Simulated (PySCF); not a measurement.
Input of a run (PBE0-D3(BJ)/def2-SVP geometry optimisation, gas phase (PySCF 2.14.0)), started from GFN2-xTB:
```
{"job": {"xc": "PBE0", "basis": "def2-SVP", "d3": "d3bj", "grid": 1, "shake": 0.01, "kind": "geom"}, "charge": 0, "multiplicity": 1}
O     -0.864260    -0.879610     0.002820
C     -0.094470     0.000730    -0.007740
F      1.209620    -0.240990    -0.015830
H     -0.212900     1.094500    -0.012260
```

Output (energies in Eh, forces in Eh/bohr):
```
step   0  E = -213.38633606  max force = 0.019835
step   1  E = -213.38757848  max force = 0.005213
step   2  E = -213.38706248  max force = 0.011785
step   3  E = -213.38754407  max force = 0.003988
step   4  E = -213.38762407  max force = 0.001347
step   5  E = -213.38763108  max force = 0.000593
step   6  E = -213.38763134  max force = 0.000187
optimisation converged
```

Problem. Summarise the run.

Solution. The energy falls by 3.4 kJ/mol over 7 energy and gradient evaluations, the largest force component goes from 0.0198 to 1.9e-04 Eh/bohr, and the atoms move by 0.029 Å rms after alignment. Among the bonds, O1=C2 and C2–H4 change most and about equally (+0.008 Å). Bonds longer at the end by more than 0.005 Å: 2 of 3; shorter: 0. Among the angles that change most is O1–C2–H4, from 132.7° to 127.2°. The energy rose by more than 1e-6 Eh at step 2. The first step brought 96 % of the lowering.

Problem. What are the final bond lengths?

Solution. O1=C2 1.177 Å, C2–F3 1.329 Å, C2–H4 1.108 Å. Numbering counts from 1 in the input's order; the species is formyl fluoride (`O=CF`).

The run used 47 basis functions and 45 SCF cycles in all. The run took 1.8 s of wall time on one thread, AMD EPYC 9R45 (x86_64), no GPU, shared host with 96 logical CPUs at a one-minute load of 11, and the process peaked at 0.27 GiB of memory.

Not checked by PBE0-D3(BJ)/def2-SVP frequencies.
